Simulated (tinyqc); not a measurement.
Inside a calculation. Method: MP2 on RHF in the sto-3g basis, frozen core, for HF, spin multiplicity 1. One step of it, computed by the program tinyqc.

Task: Second-order Moller-Plesset energy. E2 = sum_ijab (ia|jb) [2 (ia|jb) - (ib|ja)] / (e_i + e_j - e_a - e_b) over occupied i, j and virtual a, b; the opposite-spin part is (ia|jb)^2 / denominator, the rest is same-spin, and SCS-MP2 scales them by 6/5 and 1/3.

orbital energies (hartree): MO1 -25.895576, MO2 -1.489818, MO3 -0.600470, MO4 -0.466360, MO5 -0.466360, MO6 0.686241

Two-electron integrals over orbitals (pq|rs), unique and non-zero (hartree); the lowest 1 orbital is frozen and left out:
```
(22|22) 0.858393    (32|22) -0.004154   (32|32) 0.158591    (33|22) 0.767715
(33|32) -0.061542   (33|33) 0.800657    (42|42) 0.177606    (43|42) -0.046592
(43|43) 0.052855    (44|22) 0.873820    (44|32) -0.076158   (44|33) 0.777647
(44|44) 0.997514    (52|52) 0.177606    (53|52) -0.046592   (53|53) 0.052855
(54|54) 0.053770    (55|22) 0.873820    (55|32) -0.076158   (55|33) 0.777647
(55|44) 0.889973    (55|55) 0.997514    (62|22) -0.139244   (62|32) -0.035203
(62|33) -0.047035   (62|44) -0.139075   (62|55) -0.139075   (62|62) 0.100256
(63|22) -0.143195   (63|32) 0.092383    (63|33) -0.132718   (63|44) -0.180090
(63|55) -0.180090   (63|62) 0.060995    (63|63) 0.158351    (64|42) -0.046049
(64|43) -0.011428   (64|64) 0.032347    (65|52) -0.046049   (65|53) -0.011428
(65|65) 0.032347    (66|22) 0.695070    (66|32) 0.077390    (66|33) 0.669042
(66|44) 0.657015    (66|55) 0.657015    (66|62) -0.069407   (66|63) -0.011172
(66|66) 0.719462
```

Hartree-Fock energy = -98.55981608 hartree

Give: Terms; Pair energies; MP2 correlation energy; SCS-MP2 correlation energy; MP2 total energy.

Result:

Terms:
```
i  j  a  b  (ia|jb)  (ib|ja)  denominator       term
3  3  6  6   0.1584   0.1584      -2.5734    -0.0097
2  2  6  6   0.1003   0.1003      -4.3521    -0.0023
2  3  6  6   0.0610   0.0610      -3.4628    -0.0011
3  2  6  6   0.0610   0.0610      -3.4628    -0.0011
4  4  6  6   0.0323   0.0323      -2.3052  -4.54e-04
5  5  6  6   0.0323   0.0323      -2.3052  -4.54e-04
```

Pair energies (hartree; pair i-j sums ij and ji):
```
pair  opposite spin  same spin
2-2         -0.0023     0.0000
3-2         -0.0021     0.0000
3-3         -0.0097     0.0000
4-4       -4.54e-04     0.0000
5-5       -4.54e-04     0.0000
```

MP2 correlation energy = -0.015110 hartree

SCS-MP2 correlation energy = -0.018132 hartree

MP2 total energy = -98.574926 hartree
